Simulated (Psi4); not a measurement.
# One shape, several levels: CHCl2F (dichlorofluoromethane)

Aim: a comparison of 5 runs (HF/STO-3G, HF/3-21G, HF/cc-pwCVDZ, PBE0/def2-SVP, MP2/6-31G**) of CHCl2F (dichlorofluoromethane). 

The calculation is run with Psi4 1.11.

4 further runs of the same task are left out: 3 for a known fault of the program, 1 that didn't finish.

## 1. The system as given

The species is CHCl2F (5 atoms), meant as a singlet with charge 0. As SMILES, `FC(Cl)Cl`. The coordinates come from a PBE0-D4/def2-TZVP relaxation.

Bond lengths: F1–C2 1.340 Å, C2–Cl3 1.759 Å, C2–Cl4 1.759 Å, C2–H5 1.088 Å. Angles: F1–C2–Cl3 109.4°, F1–C2–Cl4 109.4°, Cl3–C2–Cl4 111.6°, F1–C2–H5 109.7°, Cl3–C2–H5 108.4°, Cl4–C2–H5 108.4°.

## 2. Energy and forces at HF/STO-3G (run 1)

File chcl2f.xyz:

```xyz
5
CHCl2F
F     -0.590600     0.132500     1.230400
C      0.006400     0.099400     0.030700
Cl     1.459900    -0.886800     0.126900
Cl    -1.120400    -0.525200    -1.167100
H      0.294600     1.106400    -0.262500
```

File calc.py:

```python
import psi4

psi4.set_memory(1600000000)
psi4.set_num_threads(1)
psi4.core.set_output_file('chcl2f.out', False)

with open('chcl2f.xyz') as f:
    atoms = ''.join(f.readlines()[2:])
molecule = psi4.geometry('0 1\n' + atoms + 'symmetry c1\nno_reorient\nno_com')

options = {'basis': 'STO-3G', 'puream': True, 'e_convergence': 1e-09, 'd_convergence': 1e-08, 'scf_type': 'pk'}
psi4.set_options(options)

e_tot, wfn = psi4.gradient("hf", molecule=molecule, return_wfn=True)
psi4.oeprop(wfn, "MAYER_INDICES", "MULLIKEN_CHARGES", "DIPOLE", title="HF")
print('gradient / Eh bohr^-1')
print(e_tot.np.round(6))
print(f'energy = {wfn.energy():.10f} Eh')
```

The run is started by

```bash
$ python calc.py
```

chcl2f.out:

```text
[...]
  Running in c1 symmetry.
[...]
  Nuclear repulsion =  211.954260524294256
[...]
  Multiplicity = 1
[...]
  Nalpha       = 25
  Nbeta        = 25
[...]
    Number of basis functions: 29
[...]
   @RHF iter   1: -1044.95739652910879   -1.15436e+00   1.79525e-02 DIIS/ADIIS
[...]
   @RHF iter  10: -1045.16166862029945   -9.09495e-13   3.32747e-09 DIIS
[...]
    Orbital Energies [Eh]
    ---------------------
    Doubly Occupied:
       1A   -103.744039     2A   -103.744036     3A    -26.041049
       4A    -11.283401     5A    -10.425219     6A    -10.425007
       7A     -7.869572     8A     -7.869481     9A     -7.863506
      10A     -7.863275    11A     -7.863273    12A     -7.863149
      13A     -1.594443    14A     -1.145779    15A     -1.045027
      16A     -0.849051    17A     -0.697851    18A     -0.638583
      19A     -0.627693    20A     -0.511332    21A     -0.481288
      22A     -0.438056    23A     -0.432634    24A     -0.418135
      25A     -0.410746
[...]
  @RHF Final Energy: -1045.16166862029945
   => Energetics <=
    Nuclear Repulsion Energy =            211.9542605242942557
    One-Electron Energy =               -1869.9406083238857263
    Two-Electron Energy =                 612.8246791792919339
    Total Energy =                      -1045.1616686202994515
[...]
  -Total Gradient:
     Atom            X                  Y                   Z
    ------   -----------------  -----------------  -----------------
       1        0.014753945901    -0.001113835585    -0.029729072131
       2        0.001789728123    -0.024059513679    -0.010294219389
       3       -0.038771573947     0.024031609421    -0.000777045322
       4        0.028138710517     0.014647839077     0.032776318639
       5       -0.005910810600    -0.013506099225     0.008024018197
[...]
 Multipole Moments:
 ------------------------------------------------------------------------------------
     Multipole            Electronic (a.u.)      Nuclear  (a.u.)        Total (a.u.)
 ------------------------------------------------------------------------------------
 L = 1.  Multiply by 2.5417464519 to convert [e a0] to [Debye]
 Dipole X            :         -1.4574100            1.4911829            0.0337729
 Dipole Y            :         40.5753252          -39.8896619            0.6856633
 Dipole Z            :         12.7629335          -12.6386773            0.1242562
 Magnitude           :                                                    0.6976492
[...]
  Mulliken Charges: (a.u.)
   Center  Symbol    Alpha    Beta     Spin     Total
       1     F     4.54835  4.54835  0.00000 -0.09670
       2     C     2.91493  2.91493  0.00000  0.17014
       3    CL     8.55167  8.55167  0.00000 -0.10333
       4    CL     8.55167  8.55167  0.00000 -0.10333
       5     H     0.43338  0.43338  0.00000  0.13323
   Total alpha = 25.00000, Total beta = 25.00000, Total charge = -0.00000
  Mayer Bond Indices:
[...]
```

Standard output:

```text
gradient / Eh bohr^-1
[[ 0.014754 -0.001114 -0.029729]
 [ 0.00179  -0.02406  -0.010294]
 [-0.038772  0.024032 -0.000777]
 [ 0.028139  0.014648  0.032776]
 [-0.005911 -0.013506  0.008024]]
energy = -1045.1616686203 Eh
```

Run time: 2.7 s. Hardware: 1 thread of AMD EPYC 7R43 (Zen 3), shared host; peak memory 0.18 GiB.

## 3. Energy and forces at HF/3-21G (run 2)

File job.json:

```json
{
 "schema_name": "qcschema_input",
 "schema_version": 1,
 "molecule": {
  "schema_name": "qcschema_molecule",
  "schema_version": 2,
  "symbols": ["F", "C", "Cl", "Cl", "H"],
  "geometry": [-1.11607225, 0.25038871, 2.32511902, 0.01209425, 0.18783878, 0.05801459, 2.75881117, -1.67580913, 0.23980625, -2.11724915, -0.99248416, -2.20549936, 0.55671332, 2.09079298, -0.49605311],
  "molecular_charge": 0,
  "molecular_multiplicity": 1,
  "fix_symmetry": "c1"
 },
 "driver": "gradient",
 "model": {
  "method": "hf",
  "basis": "3-21G"
 },
 "keywords": {
  "reference": "rhf",
  "puream": true,
  "e_convergence": 1e-09,
  "d_convergence": 1e-08,
  "scf_type": "pk",
  "scf_properties": ["LOWDIN_CHARGES", "MAYER_INDICES", "WIBERG_LOWDIN_INDICES"]
 }
}
```

The run is started by

```bash
$ psi4 --qcschema job.json -n 1 --memory 1600MB
```

stdout:

```text
[...]
  Running in c1 symmetry.
[...]
  Nuclear repulsion =  211.954260614538413
[...]
  Multiplicity = 1
[...]
  Nalpha       = 25
  Nbeta        = 25
[...]
    Number of basis functions: 46
[...]
   @RHF iter   1: -1051.58323059292252   -9.52239e-02   8.90584e-03 ADIIS/DIIS
[...]
   @RHF iter  11: -1051.68497679248571   -1.36424e-12   2.26211e-09 DIIS
[...]
    Orbital Energies [Eh]
    ---------------------
    Doubly Occupied:
       1A   -104.135894     2A   -104.135641     3A    -26.215013
       4A    -11.419361     5A    -10.534889     6A    -10.534026
       7A     -7.998349     8A     -7.998279     9A     -7.993288
      10A     -7.993195    11A     -7.993131    12A     -7.993077
      13A     -1.668141    14A     -1.230696    15A     -1.136209
      16A     -0.919553    17A     -0.782577    18A     -0.736027
      19A     -0.721076    20A     -0.603190    21A     -0.564900
      22A     -0.512406    23A     -0.491457    24A     -0.482981
      25A     -0.469733
[...]
  @RHF Final Energy: -1051.68497679248571
   => Energetics <=
    Nuclear Repulsion Energy =            211.9542606145384127
    One-Electron Energy =               -1876.7522961318495618
    Two-Electron Energy =                 613.1130587248253505
    Total Energy =                      -1051.6849767924857133
[...]
 Multipole Moments:
 ------------------------------------------------------------------------------------
     Multipole            Electronic (a.u.)      Nuclear  (a.u.)        Total (a.u.)
 ------------------------------------------------------------------------------------
 L = 1.  Multiply by 2.5417464519 to convert [e a0] to [Debye]
 Dipole X            :         -0.3121578            0.5410048            0.2288470
 Dipole Y            :         -0.7647491            1.4021284            0.6373793
 Dipole Z            :          0.4086655           -0.6868901           -0.2782246
 Magnitude           :                                                    0.7321422
[...]
  -Total Gradient:
     Atom            X                  Y                   Z
    ------   -----------------  -----------------  -----------------
       1        0.011370043019     0.001825668030    -0.022160358686
       2       -0.007816375675    -0.051484349514     0.001193895271
       3       -0.032783383911     0.021934581920    -0.003217912292
       4        0.026169486464     0.013666829962     0.026345319515
       5        0.003060230097     0.014057269601    -0.002160943798
[...]
```

The result, in JSON:

```text
{
 "driver": "gradient",
 "model": {
  "method": "hf",
  "basis": "3-21G"
 },
 "success": true,
 "return_result": [0.011370043018935766, 0.0018256680297250739, -0.022160358685948123, -0.007816375675225064, -0.05148434951438918, 0.001193895271490733, -0.03278338391075596, 0.021934581919973557, -0.0032179122922218265, 0.02616948646428654, 0.013666829962223258, 0.02634531951515938, 0.0030602300972178836, 0.014057269600914635, -0.002160943797951495],
 "properties": {
  "calcinfo_nbasis": 46,
  "calcinfo_nmo": 46,
  "calcinfo_nalpha": 25,
  "calcinfo_nbeta": 25,
  "calcinfo_natom": 5,
  "nuclear_repulsion_energy": 211.9542606145384,
  "return_energy": -1051.6849767924857,
  "return_gradient": [0.011370043018935766, 0.0018256680297250739, -0.022160358685948123, -0.007816375675225064, -0.05148434951438918, 0.001193895271490733, -0.03278338391075596, 0.021934581919973557, -0.0032179122922218265, 0.02616948646428654, 0.013666829962223258, 0.02634531951515938, 0.0030602300972178836, 0.014057269600914635, -0.002160943797951495],
  "scf_one_electron_energy": -1876.7522961318496,
  "scf_two_electron_energy": 613.1130587248254,
  "scf_dipole_moment": [0.22884702562874049, 0.6373793033064741, -0.27822456701852627],
  "scf_total_energy": -1051.6849767924857,
  "scf_total_gradient": [0.011370043018935766, 0.0018256680297250739, -0.022160358685948123, -0.007816375675225064, -0.05148434951438918, 0.001193895271490733, -0.03278338391075596, 0.021934581919973557, -0.0032179122922218265, 0.02616948646428654, 0.013666829962223258, 0.02634531951515938, 0.0030602300972178836, 0.014057269600914635, -0.002160943797951495],
  "scf_iterations": 11
 }
}
```

Wall time 2.8 s (1 thread of AMD EPYC 7R43 (Zen 3), shared host); peak memory 0.18 GiB.

Runs 3 to 4 aren't shown in full; the table further down has their settings and results.

## 4. The energy at MP2/6-31G(d,p) (spherical functions) (run 5)

File job.json:

```json
{
  "schema_name": "qcschema_input",
  "schema_version": 1,
  "molecule": {
    "schema_name": "qcschema_molecule",
    "schema_version": 2,
    "symbols": ["F", "C", "Cl", "Cl", "H"],
    "geometry": [-1.11607225, 0.25038871, 2.32511902, 0.01209425, 0.18783878, 0.05801459, 2.75881117, -1.67580913, 0.23980625, -2.11724915, -0.99248416, -2.20549936, 0.55671332, 2.09079298, -0.49605311],
    "molecular_charge": 0,
    "molecular_multiplicity": 1,
    "fix_symmetry": "c1",
    "fix_com": true,
    "fix_orientation": true
  },
  "driver": "energy",
  "model": {
    "method": "mp2",
    "basis": "6-31G**"
  },
  "keywords": {
    "puream": true,
    "e_convergence": 1e-09,
    "d_convergence": 1e-08,
    "scf_type": "pk",
    "num_frozen_docc": 12,
    "mp2_type": "conv"
  }
}
```

The run is started by

```bash
$ psi4 --qcschema job.json -n 1 --memory 1600MB
```

stdout:

```text
[...]
  Running in c1 symmetry.
[...]
  Nuclear repulsion =  211.954260614538413
[...]
  Multiplicity = 1
[...]
  Nalpha       = 25
  Nbeta        = 25
[...]
    Number of basis functions: 69
[...]
   @RHF iter   1: -1056.74112331190190   -1.80195e-01   5.86553e-03 ADIIS/DIIS
[...]
   @RHF iter  11: -1056.82576927742298   -9.09495e-12   6.34128e-09 DIIS
[...]
    Orbital Energies [Eh]
    ---------------------
    Doubly Occupied:
       1A   -104.844269     2A   -104.844253     3A    -26.340911
       4A    -11.459392     5A    -10.585234     6A    -10.585216
       7A     -8.053738     8A     -8.053728     9A     -8.050042
      10A     -8.050038    11A     -8.049975    12A     -8.049973
      13A     -1.667227    14A     -1.208044    15A     -1.121215
      16A     -0.917462    17A     -0.780355    18A     -0.738578
      19A     -0.724187    20A     -0.604113    21A     -0.572336
      22A     -0.505367    23A     -0.482444    24A     -0.475859
      25A     -0.461651
[...]
  @RHF Final Energy: -1056.82576927742298
   => Energetics <=
    Nuclear Repulsion Energy =            211.9542606145384127
    One-Electron Energy =               -1883.1088435120648228
    Two-Electron Energy =                 614.3288136201032330
    Total Energy =                      -1056.8257692774232055
[...]
 Multipole Moments:
 ------------------------------------------------------------------------------------
     Multipole            Electronic (a.u.)      Nuclear  (a.u.)        Total (a.u.)
 ------------------------------------------------------------------------------------
 L = 1.  Multiply by 2.5417464519 to convert [e a0] to [Debye]
 Dipole X            :         -1.3001890            1.4911829            0.1909939
 Dipole Y            :         40.4187501          -39.8896619            0.5290882
 Dipole Z            :         12.4056718          -12.6386773           -0.2330054
 Magnitude           :                                                    0.6088551
[...]
	SCS-MP2 Total Energy (a.u.)        : -1057.36919591900210
	SOS-MP2 Total Energy (a.u.)        : -1057.31893468231033
	SCSN-MP2 Total Energy (a.u.)       : -1057.09114860715613
[...]
	SOS-PI-MP2 Total Energy (a.u.)     : -1057.40112891645822
[...]
	MP2 Total Energy (a.u.)            : -1057.38752415823819
[...]
```

The result, in JSON:

```text
{
 "driver": "energy",
 "model": {
  "method": "mp2",
  "basis": "6-31G**"
 },
 "success": true,
 "return_result": -1057.3875241582382,
 "properties": {
  "calcinfo_nbasis": 69,
  "calcinfo_nmo": 69,
  "calcinfo_nalpha": 25,
  "calcinfo_nbeta": 25,
  "calcinfo_natom": 5,
  "nuclear_repulsion_energy": 211.9542606145384,
  "return_energy": -1057.3875241582382,
  "scf_one_electron_energy": -1883.1088435120648,
  "scf_two_electron_energy": 614.3288136201032,
  "scf_dipole_moment": [0.19099394450228457, 0.5290882330834563, -0.23300542217626763],
  "scf_total_energy": -1056.825769277423,
  "scf_iterations": 11,
  "mp2_same_spin_correlation_energy": -0.15078371007574143,
  "mp2_opposite_spin_correlation_energy": -0.41097117073938955,
  "mp2_singles_energy": 0.0,
  "mp2_doubles_energy": -0.5617548808151309,
  "mp2_correlation_energy": -0.5617548808152151,
  "mp2_total_energy": -1057.3875241582382
 }
}
```

Wall time 5.4 s (1 thread of AMD EPYC 7R43 (Zen 3), shared host); peak memory 0.27 GiB.

## 5. Overview of the runs

| run | level | properties | task | energy (Eh) | dipole moment (D) | HOMO energy (eV) | LUMO energy (eV) | wall time |
| --- | --- | --- | --- | --- | --- | --- | --- | --- |
| 1 | HF/STO-3G | (mayer, mulliken, dipole) | gradient | -1045.161669 | 1.77 | -11.18 | 8.10 | 2.7 s |
| 2 | HF/3-21G | (lowdin, mayer, wiberg) | gradient | -1051.684977 | 1.86 | -12.78 | 3.77 | 2.8 s |
| 3 | HF/cc-pwCVDZ (ZORA, density fitting, ddCOSMO n-heptane) | – | energy | -1061.314696 | 1.67 | -12.47 | 4.08 | 41 s |
| 4 | PBE0/def2-SVP | – | gradient | -1058.097646 | 1.33 | -8.96 | 0.39 | 14 s |
| 5 | MP2/6-31G** (spherical functions) | – | energy | -1057.387524 | – | -12.56 | 3.93 | 5.4 s |

## 6. Outcome

```
                                           quantity           value
                                run 5: total energy  -1057.38752 Eh
         run 5: HOMO energy (Hartree–Fock orbitals)       -12.56 eV
         run 5: LUMO energy (Hartree–Fock orbitals)         3.93 eV
       run 5: HOMO–LUMO gap (Hartree–Fock orbitals)        16.50 eV
run 5: correlation energy (12 core orbitals frozen)      -561.8 mEh
```

Over runs 1, 2, 3, 4 the dipole moment (its size) runs from 1.33 D (PBE0/def2-SVP) to 1.86 D (HF/3-21G). The two ends differ in method and basis. Over runs 1, 2, 3, 4 the HOMO–LUMO gap runs from 9.35 eV (PBE0/def2-SVP) to 19.27 eV (HF/STO-3G). Some runs of one species differ in core potentials or relativity; totals across that change don't compare. In run 1 the basis is minimal, so the values are rough. All runs together took 66 s, the longest 41 s.
